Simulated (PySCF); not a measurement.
Computed NMR parameters against published values

Atoms are numbered as in `[CH3:1][CH2:2][S:3](=[O:4])(=[O:5])[OH:6]`; H(Xn) means a hydrogen on atom n.

The experiment to reproduce: δ 13C C2 46.7; C1 8.0 ppm (measured; solution, not stated per compound (mostly CDCl3 or CCl4); Pretsch, Buehlmann, Badertscher, Structure Determination of Organic Compounds, 4th ed. (2009)).

All values are calculated (PySCF 2.14.0 with density-fitted response routines): geometry: PBE0-D3(BJ)/def2-SVP, shielding tensors at PBE0/pcSseg-1 (GIAO). Equivalent nuclei averaged, no relativistic terms, in vacuum, a single conformation.

**Question.** What does the calculation give, and how does it compare?

**Answer.** 
Reference values: measured (solution, not stated per compound (mostly CDCl3 or CCl4); Pretsch, Buehlmann, Badertscher, Structure Determination of Organic Compounds, 4th ed. (2009)).
| atoms | quantity | reference | computed | computed, scaled |
| --- | --- | --- | --- | --- |
| C2 | δ 13C | 46.7 | 54.1 | 51.7 |
| C1 | δ 13C | 8.0 | 9.6 | 8.6 |

Computed shifts are σ(ref) − σ with the named reference compound (TMS for H and C) calculated as an isolated molecule at the same level. The measured values may be among those fitted. Shieldings were converted by linear fits to measured shifts (mostly CDCl3, TMS scale, for H and C): 13C (scatter 1.9 ppm rms, 2.3 ppm with the 23 outliers that the fit left out). A few per cent of atoms miss by over 2 rms, more outside the fitted compound classes.

**Question.** How far are the unscaled 13C shifts from the references?

**Answer.** Mean signed difference +4.50 ppm, mean absolute 4.50 ppm over 2 comparisons; the largest is +7.4 ppm at C2 (sp3 CH2 bonded to S).

2 of the 4 published NMR values on file for this molecule are compared.
